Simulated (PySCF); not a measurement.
SiH2, SMILES [SiH2] (connectivity only; charge and spin as stated), neutral, multiplicity 1. The structure is a stationary point at r2SCAN-D4/def2-TZVPD. The isomer is the one that the SMILES or the coordinates give; other isomers of the formula were not compared.

All values below come from r2SCAN-D4/def2-TZVPD run with PySCF 2.14.0.

Harmonic wavenumbers (cm⁻¹): 1008, 2041, 2045. Rotational constants (GHz): 234.6, 212.8, 111.6; symmetry number 2.

Task: Work out the zero-point energy and the ideal-gas rigid-rotor harmonic-oscillator thermochemistry at 298.15 K and 1 atm.

Result: ZPE = ½ Σ hcν = ½ × 5094 cm⁻¹ = 30.47 kJ/mol. H − E(el) = 40.48 kJ/mol. Entropy in J/(mol K): translation 151.21, rotation 55.83, vibration 0.39, total 207.42. G − E(el) = -21.36 kJ/mol. Cp = 34.88 J/(mol K).
